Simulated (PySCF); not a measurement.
Species: C4H5FO.
Geometry (PBE0-D3(BJ)/def2-SVP, Å), atoms numbered from 1 in this order:
```xyz
11
C4H5FO angstrom
O      1.8305    0.0788   -1.1849
C      1.3314    0.7065   -0.3102
F      1.9494    1.7804    0.2001
C      0.0371    0.4601    0.3513
C     -0.3749   -0.9863    0.5214
C     -1.0552   -0.1537   -0.4966
H     -0.2376    1.1761    1.1275
H     -0.9040   -1.2355    1.4440
H      0.3406   -1.7351    0.1731
H     -2.0738    0.1932   -0.3088
H     -0.8028   -0.3274   -1.5456
```

Computed with PySCF, TDDFT PBE0/def2-SVPD, vertical, gas phase, core orbitals frozen in the response.

Frontier orbitals with the atoms that hold most of them (Löwdin shares over 4%, at most four atoms; ? is withheld):

```
orbital  ε (eV)                           atoms
 HOMO-3  -10.69  C6 19%, C5 18%, O1 15%, F3 10%
 HOMO-2   -9.52   C6 33%, C5 32%, C4 14%, F3 5%
 HOMO-1   -9.19                               ?
   HOMO   -9.02                               ?
   LUMO   -0.53   C2 38%, O1 27%, F3 11%, C5 7%
 LUMO+1    0.73  C5 15%, C6 15%, H7 14%, C4 13%
 LUMO+2    1.20   C2 26%, O1 13%, F3 10%, H9 9%
```

Question: Which atoms hold the HOMO, and with what shares?

Answer: O1 (bonded to C) 67%; C2 (bonded to C, F and O) 10%; F3 (bonded to C) 9%; C4 (bonded to 3 C and H) 9%. By element: oxygen 67%, carbon 19% or more, fluorine 9%.

Question: Which atoms hold the HOMO-1, and with what shares?

Answer: C4 (bonded to 3 C and H) 34%; C6 (bonded to 2 C and 2 H) 17%; C5 (bonded to 2 C and 2 H) 17%; O1 (bonded to C) 16%. By element: carbon 67% or more, oxygen 16%.

Question: The HOMO–LUMO gap is 8.49 eV. Where does the response calculation put the lowest singlet, and from which orbitals?

Answer: S1 is at 6.13 eV (f = 0.0003), 2.36 eV below the gap, made of HOMO→LUMO (97%). Without the coupling terms of the response equations the lowest excitation would equal the gap.

Question: Give energy, strength and leading configuration of S1, S2, S3, S4 and S5, and follow the Löwdin shares of the leading atoms from the occupied to the empty orbital.

Answer: 
- S1 (6.13 eV, f 0.0003), HOMO→LUMO (97%): O1 67% → 27%, C2 10% → 38%
- S2 (7.59 eV, f 0.014), HOMO-2→LUMO (95%): C6 33% → at most 8%, C5 32% → 7%, C2 at most 5% → 38%, O1 at most 5% → 27%
- S3 (7.64 eV, f 0.240), HOMO-1→LUMO (92%): C4 34% → at most 8%, C6 17% → at most 8%, C2 at most 16% → 38%, O1 16% → 27%
- S4 (8.62 eV, f 0.0042), HOMO-1→LUMO+1 (93%): C4 34% → 13%, C6 17% → 15%, C5 17% → 15%
- S5 (8.67 eV, f 0.041), HOMO→LUMO+1 (72%): O1 67% → at most 14%, C2 10% → at most 14%, C5 at most 5% → 15%, C6 at most 5% → 15%

Löwdin shares depend on the basis, the more so with diffuse functions.

Hardware: one thread of an Arm Neoverse V2, on a shared host. Cost: 17 s of wall time (grids of density and orbitals included), 0.80 GiB resident at most.

One conformer stands for the species.
